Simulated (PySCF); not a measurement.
Vibration and rotation of PS

PBE0 constants of PS, ²Π (doublet), unpaired electrons π ↑ (PySCF, no relativity, basis sets P def2-TZVP, S def2-TZVP; masses 30.9738 and 31.9721 u):

```
ωe          : 776.1 cm⁻¹
ωexe        : 2.68 cm⁻¹
Be          : 0.29944 cm⁻¹
αe          : 0.00139 cm⁻¹
De to P + S : 4.50 eV
```

(1) What force constant and bond length do these constants imply?

(2) Estimate the centrifugal constant D from the Kratzer relation and find the Dunham coefficient a1.

The state is the lowest determinant that a PBE0 search found; another state may lie lower at other levels.

Answers

(1) Reduced mass μred = 15.733 u; k = 5.8918×10⁻⁷·μred·ωe² (u, cm⁻¹, mdyn/Å) = 5.58 mdyn/Å; Re = √(16.8576/(μred·Be)) (u, cm⁻¹, Å) = 1.892 Å.

(2) D = 4Be³/ωe² = 1.78e-07 cm⁻¹; a1 = −1 − αeωe/(6Be²) = -3.01.
